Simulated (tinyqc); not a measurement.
Inside a calculation. Method: Pariser-Parr-Pople SCF with singles CI, for the molecule N=CC=O (SMILES; centres numbered as the heavy atoms are written). One step of it, computed by the program tinyqc.

Problem. Iteration 2: orbitals and new P. Diagonalise F (the basis is taken as orthonormal) and form P = 2 sum c c over the lowest orbitals; 0.5 of the old P is kept.

F (eV):
```
           1N         2C         3C         4O
1N  -8.917088  -5.776795  -0.652526   0.623164
2C  -5.776795  -6.816601  -4.220605   0.244914
3C  -0.652526  -4.220605  -4.141105  -5.559323
4O   0.623164   0.244914  -5.559323  -9.504843
```

pi electrons, sum of z_r less the charge = 4

P after iteration 1:
```
           1N         2C        3C         4O
1N   0.790145   0.845535  0.246391  -0.333219
2C   0.845535   1.018931  0.484606  -0.090490
3C   0.246391   0.484606  0.655054   0.752663
4O  -0.333219  -0.090490  0.752663   1.535870
```

Give: orbital energies; P after iteration 2.

Solution.

orbital energies (eV): -15.1706  -12.4995  -3.2585  1.5489

P after iteration 2:
```
         1N       2C      3C       4O
1N   0.9401   0.8842  0.2080  -0.3335
2C   0.8842   0.9373  0.4201  -0.0297
3C   0.2080   0.4201  0.6428   0.7971
4O  -0.3335  -0.0297  0.7971   1.4797
```
